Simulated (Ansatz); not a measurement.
Ideal-gas functions of C$_{2}$H$_{4}$OS, SMILES `COC=S` at 800 K and 1 bar, from an Ansatz frequency run at PBE0-D4/def2-TZVP.

Molar mass 76.12 g/mol, point group Cs (symmetry number 1), electronic degeneracy 1, moments of inertia 10.715, 180.941, 188.427 u Å². Harmonic wavenumbers (cm⁻¹, unscaled): 52, 156, 300, 480, 930, 994, 1086, 1167, 1197, 1297, 1417, 1489, 1490, 1491, 3049, 3066, 3128, 3180.

Use S(trans) = R[1.5 ln M + 2.5 ln T − 1.1517]; rotational temperatures θ = 24.2544 K / I; S(rot) = R[ln(√π/σ · √(T³/θAθBθC)) + 1.5]; for each mode x = 1.438777 ν̃/T, S = R[x/(eˣ − 1) − ln(1 − e⁻ˣ)] and H = RT x/(eˣ − 1); 1 cm⁻¹ = 0.0119627 kJ/mol; R = 8.31446 J/(mol·K).

**Question.** By hand: the entropy, in J/(mol·K).

**Answer.** Translation 183.4. Rotation: θ = 2.2636, 0.134, 0.1287 K, giving 114.1. Vibration, mode by mode: 28.02, 18.91, 13.54, 9.79, 4.94, 4.51, 3.96, 3.53, 3.38, 2.93, 2.47, 2.23, 2.23, 2.23, 0.22, 0.22, 0.20, 0.18, in all 103.5. Electronic 0.0. Sum 401.0 J/(mol·K).

**Question.** By hand: H − E and G − E in kJ/mol, counted from the electronic energy.

**Answer.** Zero-point energy ½ × 25969 × 0.0119627 = 155.3; thermal vibration 39.9; translation, rotation and pV give 4 RT = 26.6. H − E = 221.8 kJ/mol, and G − E = 221.8 − 800 × 401.0/1000 = -99.0 kJ/mol.

Vibration gives 26 % of the entropy, 28.0 J/(mol·K) of it from the mode under 150 cm⁻¹: soft modes count most, and the harmonic formula is weakest for them. The sum counts one conformer and one mirror image; others add a mixing term.
